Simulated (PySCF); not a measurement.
**Löwdin shares of the frontier orbitals**

CH5BS.
Z-matrix (Å and degrees, PBE0-D3(BJ)/def2-SVP geometry), rows numbered from 1:
```
B 
S   1  1.7569
C   2  1.8172  1  105.67
H   1  1.2063  2  121.33  3     1.34
H   1  1.2049  2  115.64  3  -179.01
H   3  1.0968  2  110.61  1   -23.19
H   3  1.0979  2  108.28  1  -143.34
H   3  1.0983  2  109.70  1    97.98
```

Method: TDDFT wB97X-D/def2-SVPD, vertical, gas phase, core orbitals frozen in the response in PySCF.

Frontier orbitals with the atoms that hold most of them (Löwdin shares over 4%, at most four atoms; ? is withheld):

```tsv
orbital	ε (eV)	atoms
LUMO+2	2.33	S2 55%, B1 22%, C3 9%, H5 4%
LUMO+1	2.04	B1 39%, S2 27%, C3 12%, H7 7%
LUMO	0.74	?
HOMO	-9.70	?
HOMO-1	-10.57	S2 55%, B1 19%, C3 11%, H4 10%
HOMO-2	-11.57	B1 36%, H5 25%, S2 16%, C3 12%
HOMO-3	-13.14	S2 27%, B1 26%, H4 19%, C3 18%
```

Question: Give the leading atoms of the HOMO.

Answer: S2 (bonded to B and C) 64%; B1 (bonded to S and 2 H) 17%; C3 (bonded to S and 3 H) 11%.

Question: Give the leading atoms of the LUMO.

Answer: B1 (bonded to S and 2 H) 50%; S2 (bonded to B and C) 28%; H4 (bonded to B) 10%; H5 (bonded to B) 9%. By element: boron 50%, sulfur 28%, hydrogen 19% or more.

Question: The HOMO–LUMO gap is 10.44 eV. Where does the response calculation put the lowest singlet, and from which orbitals?

Answer: S1 is at 6.10 eV (f = 0.090), 4.34 eV below the gap, made of HOMO→LUMO (55%), HOMO-1→LUMO (41%). Without the coupling terms of the response equations the lowest excitation would equal the gap.

Next come S2 at 6.15 eV (f 0.074), HOMO-1→LUMO (56%), HOMO→LUMO (40%); S3 at 6.79 eV (f 0.0011), HOMO-2→LUMO (92%); S4 at 7.18 eV (f 0.0001), HOMO→LUMO+2 (50%), HOMO→LUMO+1 (27%), HOMO→LUMO+5 (9%); S5 at 7.64 eV (f 0.070), HOMO→LUMO+1 (59%), HOMO→LUMO+2 (21%), HOMO→LUMO+5 (11%).

Löwdin shares depend on the basis, the more so with diffuse functions.

One conformer stands for the species.
